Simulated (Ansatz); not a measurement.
A run of Ansatz (development build ahead of 0.2.0) on singlet CH3O(-) at this shape:

```xyz
5

C     0.0091    0.0038   -0.5095
O     0.0001    0.0035    0.7720
H     0.0000   -1.0232   -1.0745
H    -0.9017    0.5125   -1.0704
H     0.8917    0.5055   -1.0658
```

Its results:

```yaml
Converged: yes
Total_energy: -114.39247 hartree
Spin_squared_of_the_determinant: 0.000
```

(1) Which input gives this output? Name the method, the orbitals and the basis set, and write the input.

## Answers

(1) RHF in cc-pVDZ. An unrestricted run that stays on the closed shell gives the same numbers.

```yaml
crystal:
  periodic: [false, false, false]
  atoms:
    - { symbol: C, position_ang: [0.00914, 0.00376, -0.50951] }
    - { symbol: O, position_ang: [0.00014, 0.00354, 0.77203] }
    - { symbol: H, position_ang: [2.0e-05, -1.02323, -1.07453] }
    - { symbol: H, position_ang: [-0.9017, 0.51249, -1.07036] }
    - { symbol: H, position_ang: [0.89172, 0.50547, -1.06584] }
basis:
  gaussian: { orbitals: cc-pVDZ }
total_charge: -1
hamiltonian:
  xc: hf
```

Caution: no diffuse functions for an anion.
